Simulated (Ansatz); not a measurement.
# AlH: small, medium and large basis sets

How large a basis does AlH need? Two functionals and correlated methods are run in growing sets.

Program: Ansatz 0.2.0, Gaussian basis. Level of theory: one geometry, several basis sets. These are calculated values, not measurements.

Levels to be run: PBE0-D4/def2-SVP; ωB97M-V/def2-SVP; PBE0-D4/def2-QZVPP; ωB97M-V/def2-QZVPP; CCSD(T)/cc-pV(D+d)Z; CCSD(T)/cc-pV(T+d)Z; CCSD(T)/cc-pV(Q+d)Z; the functionals' def2-TZVPP values are taken from earlier runs.

### Step 1. Structure used throughout

The geometry comes from an earlier relaxation with PBE0-D4 in a triple-zeta def2 set; it is a stationary point.

2 atoms, charge 0, spin multiplicity 1.

Atoms are counted from 1 here; the program's logs count them from 0.

Bond lengths: Al1–H2 1.665 Å.

### Step 2. PBE0-D4 in def2-SVP

in.yaml

```yaml
crystal:
  periodic: [false, false, false]
  atoms:
    - {symbol: Al, position_ang: [0.000000, -0.000000, -0.025687]}
    - {symbol: H, position_ang: [-0.000000, 0.000000, 1.639157]}
basis:
  gaussian: {orbitals: def2-SVP}
hamiltonian: {xc: pbe0, dispersion: d4}
output: {orbitals: {seedname: orbitals}}
```

Started as:

```console
$ ansatz run in.yaml --threads 2 --pin off --events-out ev --progress --plain --max-ram 20480MiB --backend cpu
```

Further steps of the session: ωB97M-V in def2-SVP; PBE0-D4 in def2-QZVPP; ωB97M-V in def2-QZVPP; CCSD(T) in cc-pV(D+d)Z; CCSD(T) in cc-pV(T+d)Z; CCSD(T) in cc-pV(Q+d)Z.

**Question.** What will the summary of the whole plan be? Wanted: MP2 correlation recovered, cc-pV(D+d)Z; MP2 correlation recovered, cc-pV(T+d)Z; MP2 correlation recovered, cc-pV(Q+d)Z; CCSD(T) limit from def2 sets; PBE0-D4: double and triple zeta above quadruple; ωB97M-V: double and triple zeta above quadruple.

As calculated:

| quantity | value |
| --- | --- |
| MP2 correlation recovered, cc-pV(D+d)Z | 75.9 % |
| MP2 correlation recovered, cc-pV(T+d)Z | 90.4 % |
| MP2 correlation recovered, cc-pV(Q+d)Z | 96.0 % |
| CCSD(T) limit from def2 sets (earlier runs) less the limit of this series | -35 meV |
| PBE0-D4: double and triple zeta above quadruple | 2.52, 0.19 eV |
| ωB97M-V: double and triple zeta above quadruple | 2.55, 0.20 eV |

What this shows: For PBE0-D4 the step from double to triple zeta gains 2.33 eV and the next only 0.19 eV. Correlation climbs from 76 % (cc-pV(D+d)Z) to 96 % (cc-pV(Q+d)Z) of the limit; Hartree-Fock is 0.014 eV from its own by then. A limit from the def2 sets, made apart, differs by 35 meV, a least measure of the doubt on such a limit. Total energies overstate the basis error of differences, where much of it tends to cancel.
